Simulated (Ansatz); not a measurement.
# NH4+ (singlet): wave-function methods side by side at scale of all distances = 1.283, cc-pVDZ

The task here is to estimate one member of a computed series from the others.

Program: Ansatz 0.2.0, Gaussian basis. Level of theory: cc-pVDZ, core rule «outside noble gas», up to 1 orbitals frozen. These are calculated values, not measurements.

To be run: UHF; CCSD(T) on RHF; BCCD(T) on RHF; CISD; CCSDT(Q) on RHF; CASSCF and MRCISD+Q, 2 electrons in 2 orbitals; CASSCF and NEVPT2, 2 electrons in 2 orbitals; CASSCF and MRCISD+Q, 8 electrons in 8 orbitals; CASSCF and NEVPT2, 8 electrons in 8 orbitals.

14 further runs of the same task are left out: 1 for a mislabelled method, 1 for a known fault of the program, 10 that didn't finish, 2 set aside as unsound or not needed.

### What is computed

The geometry derives from a PBE0/def2-TZVP stationary point (not a proven minimum). All distances are scaled together.

5 atoms, charge 1, spin multiplicity 1.

Atoms are counted from 1 here; the program's logs count them from 0.

Bond lengths: N1–H2 1.313 Å, N1–H3 1.313 Å, N1–H4 1.313 Å, N1–H5 1.313 Å. Angles: H2–N1–H3 109.5°, H2–N1–H4 109.5°, H2–N1–H5 109.5°, H3–N1–H4 109.5°, H3–N1–H5 109.5°, H4–N1–H5 109.5°.

Set-up of the first run:

Contents of in.yaml:

```yaml
crystal:
  periodic: [false, false, false]
  atoms:
    - {symbol: N, position_ang: [0.000000, 0.000000, 0.000000]}
    - {symbol: H, position_ang: [0.757410, 0.759924, 0.757244]}
    - {symbol: H, position_ang: [-0.760718, -0.754720, 0.759131]}
    - {symbol: H, position_ang: [-0.755665, 0.756454, -0.762444]}
    - {symbol: H, position_ang: [0.758973, -0.761658, -0.753931]}
basis:
  gaussian: {orbitals: cc-pVDZ}
total_charge: 1
magnetization: {spin_polarized: true, initial_magnetization: 0}
hamiltonian: {xc: hf}
output: {orbitals: {seedname: orbitals}}
```

Command:

```console
$ ansatz run in.yaml --threads 1 --pin off --events-out ev --progress --plain --max-ram 2393MiB
```

Steps of the session up to this table: UHF; CCSD(T) on RHF; BCCD(T) on RHF; CISD; CCSDT(Q) on RHF; CASSCF and MRCISD+Q, 2 electrons in 2 orbitals; CASSCF and NEVPT2, 2 electrons in 2 orbitals; CASSCF and MRCISD+Q, 8 electrons in 8 orbitals; CASSCF and NEVPT2, 8 electrons in 8 orbitals.

One of the session's tables, all rows but one given; the rest of the session is left out.

| method | from RCCSDT(Q) (meV) |
| --- | --- |
| RHF | +6581.1 |
| RMP2 | +714.6 |
| CISD | +606.8 |
| RCCSD | +202.7 |
| RCCSD(T) | +29.8 |
| BCCD(T) | +30.1 |
| RCCSDT | ? |
| RCCSDT(Q) | 0 |
| CASSCF pair | +5836.8 |
| NEVPT2 pair | +672.4 |
| MRCISD pair | +479.0 |
| MRCISD+Q pair | +43.7 |
| CASSCF valence | +2578.4 |
| NEVPT2 valence | +535.2 |
| MRCISD valence | +79.1 |
| MRCISD+Q valence | +3.7 |

**Question.** Estimate the row for RCCSDT.

**Answer.** from RCCSDT(Q) (meV): +20.0. In the column «from RCCSDT(Q) (meV)» it lies between MRCISD+Q valence (+3.7) and RCCSD(T) (+29.8).
